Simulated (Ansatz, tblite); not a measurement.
Cost and result up the ladder for Al(NH3)2H3 (AlN₂H₉) (12 atoms). Total charge 0; singlet. Geometry: PBE-D4/def2-SVP.

Cartesian coordinates in Å:
```
Al 0.0001 0.0006 0.0002
N -1.2105 0.7870 -1.6474
H -0.6487 0.9214 -2.4992
H -1.6281 1.6970 -1.4093
H -1.9820 0.1494 -1.8870
N 1.2104 -0.7873 1.6474
H 2.1924 -0.9149 1.3672
H 0.8626 -1.7010 1.9686
H 1.2033 -0.1544 2.4589
H -1.3192 -0.0031 0.9681
H 0.9584 1.3250 -0.0712
H 0.3613 -1.3197 -0.8963
```

Ansatz on 4 threads of Arm Neoverse V2 on a shared host; xTB runs through tblite on one thread. Times are rough, summed over both states, and most runs start from the orbitals of an earlier one. PBE0-D4/def2-TZVP serves as the yardstick here, not as an exact answer. The other state is a doublet.

The xTB rows come from tblite. HOMO above LUMO, or a gap near zero within one spin, warns that the state may not be the lowest or that an electron is smeared out.

Raw xTB energies of ions are shifted by several eV.

| level | functions | wall time | vertical IE (eV) | difference from PBE0-D4/def2-TZVP (eV) | remarks |
| --- | --- | --- | --- | --- | --- |
| GFN2-xTB | 26 | 0.006 s | 12.21 | 3.29 | – |
| GFN1-xTB | 35 | 0.01 s | 13.77 | 4.84 | – |
| PBE-D4/def2-TZVP | 153 | 2.7 s | 8.58 | -0.35 | gap within one spin near zero (+1 doublet) |
| PBE0-D4/def2-TZVP | 153 | 3.6 s | 8.93 | 0.00 | – |
| r2SCAN-D4/def2-TZVP | 153 | 6.2 s | 8.74 | -0.19 | gap within one spin near zero (+1 doublet) |
